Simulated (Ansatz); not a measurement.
# AlH4OSi: the cost of one run

All numbers below are computed with Ansatz 0.2.0 (UKS BLYP-D4/def2-SVP).

1 further run of the same task is left out (it didn't finish).

## 1. The system as given

Bond lengths: O1–Al2 1.575 Å, Al2–Si3 2.549 Å, Al2–H4 1.554 Å, Si3–H5 1.460 Å, Si3–H6 1.467 Å, Si3–H7 1.474 Å. Angles: O1–Al2–Si3 108.0°, O1–Al2–H4 152.7°, Si3–Al2–H4 99.3°, Al2–Si3–H5 108.9°, Al2–Si3–H6 108.5°, Al2–Si3–H7 109.3°, H5–Si3–H6 110.8°, H5–Si3–H7 109.8°, H6–Si3–H7 109.5°.

Structure file:

```xyz
7

O    -1.8179   -1.7503    0.2637
Al   -0.3678   -1.3320    0.7135
Si    0.2231    0.8506   -0.4640
H     0.9419   -1.5423    1.5239
H    -0.4751    0.9002   -1.7458
H    -0.1830    1.9690    0.3948
H     1.6789    0.9048   -0.6860
```

## 2. End point A

The input, input.yaml:

```yaml
crystal:
  periodic: [false, false, false]
  atoms:
    - { symbol: O, position_ang: [-1.81787, -1.75032, 0.26368] }
    - { symbol: Al, position_ang: [-0.36782, -1.33198, 0.71353] }
    - { symbol: Si, position_ang: [0.22309, 0.85055, -0.46403] }
    - { symbol: H, position_ang: [0.94187, -1.54228, 1.52386] }
    - { symbol: H, position_ang: [-0.4751, 0.90022, -1.74581] }
    - { symbol: H, position_ang: [-0.18303, 1.96904, 0.39478] }
    - { symbol: H, position_ang: [1.67886, 0.90477, -0.68602] }
magnetization:
  spin_polarized: true
  initial_magnetization: 1
basis:
  gaussian: { orbitals: def2-SVP }
hamiltonian:
  xc: blyp
  dispersion: d4
relax:
  f_tol: 0.015
  max_steps: 40
output:
  orbitals: {}
```

Command:

```bash
$ ansatz run input.yaml --threads 1 --pin off --max-ram 2048MiB --backend cpu --events-out ev --progress --plain --runs-dir out
```

Q: Estimate wall time and peak memory on 1 thread of Arm Neoverse N1, shared host.

About 55 s, with a peak of 0.16 GiB.
